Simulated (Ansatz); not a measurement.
# One arrangement of a pair

The pair of HF (SMILES F, atoms 1–2) and C$_{2}$H$_{6}$ (SMILES CC, atoms 3–10), both closed shells, in one local arrangement (a lower one may exist), relaxed at PBE0-D4/def2-TZVP:

F1  (-0.104, -0.041, -2.727)
H2  (0.266, 0.181, -1.909)
C3  (-0.632, -0.404, 0.820)
C4  (0.584, 0.364, 0.333)
H5  (-1.232, -0.774, -0.015)
H6  (-0.339, -1.265, 1.423)
H7  (-1.276, 0.228, 1.435)
H8  (1.190, 0.738, 1.161)
H9  (0.296, 1.244, -0.254)
H10  (1.247, -0.270, -0.267)
(Å)

Program: Ansatz 0.2.0. Basis: def2-TZVPPD, with def2-QZVPPD for the basis limit. Cores are frozen in the correlated methods. B3LYP uses VWN-RPA correlation. Extrapolation: Hartree–Fock as exp(−7.88 √X), correlation as X^−2.97. Interaction energies count from these two fragments, frozen as in the pair, with the counterpoise correction; negative means bound.

What is the interaction energy by CCSD(T) at an estimated basis limit (MP2 extrapolated from triple and quadruple zeta, plus CCSD(T) − MP2 in triple zeta)? (To be estimated.)

The calculation gives: -1.86 kcal/mol. Hartree–Fock alone gives 0.06 kcal/mol at the basis limit, so without correlation the pair would not bind at this distance. It counts from the two fragments frozen as in the pair.

The same quantity by other methods in triple zeta, and each one's difference from that estimate:
```json
{"method": "PBE-D4", "E_int (kcal/mol)": "-2.25", "difference": "-0.39"}
{"method": "revPBE-D4", "E_int (kcal/mol)": "-1.39", "difference": "0.47"}
{"method": "BLYP-D4", "E_int (kcal/mol)": "-1.47", "difference": "0.39"}
{"method": "r2SCAN-D4", "E_int (kcal/mol)": "-2.36", "difference": "-0.50"}
{"method": "B97M-V", "E_int (kcal/mol)": "-1.99", "difference": "-0.13"}
{"method": "PBE0-D4", "E_int (kcal/mol)": "-2.09", "difference": "-0.23"}
{"method": "B3LYP-D4", "E_int (kcal/mol)": "-1.70", "difference": "0.16"}
{"method": "HSE06-D4", "E_int (kcal/mol)": "-2.09", "difference": "-0.23"}
{"method": "wB97X-V", "E_int (kcal/mol)": "-1.96", "difference": "-0.10"}
{"method": "wB97M-V", "E_int (kcal/mol)": "-1.96", "difference": "-0.11"}
{"method": "B2PLYP", "E_int (kcal/mol)": "-1.28", "difference": "0.58"}
{"method": "HF", "E_int (kcal/mol)": "0.07", "difference": "1.93"}
{"method": "MP2", "E_int (kcal/mol)": "-1.53", "difference": "0.32"}
{"method": "CCSD", "E_int (kcal/mol)": "-1.32", "difference": "0.54"}
{"method": "CCSD(T)", "E_int (kcal/mol)": "-1.60", "difference": "0.26"}
```
Differences are method less estimate.

Basis-set superposition shift (counterpoise-corrected less uncorrected): CCSD(T) 0.44; MP2 0.43; HF 0.04; PBE0-D4 0.05; wB97M-V 0.05 kcal/mol.

T1 diagnostic: at most 0.011.

For scale, one of the runs: CCSD(T)/def2-TZVPPD, 233 basis functions, launched by `ansatz run in.yaml --threads 4 --pin off --events-out ev --progress --plain --max-ram 9574MiB`. Time: 25 s of wall clock on 4 CPU threads of an Intel Xeon 6975P-C; the host was shared. Peak host memory: 4.7 GiB.
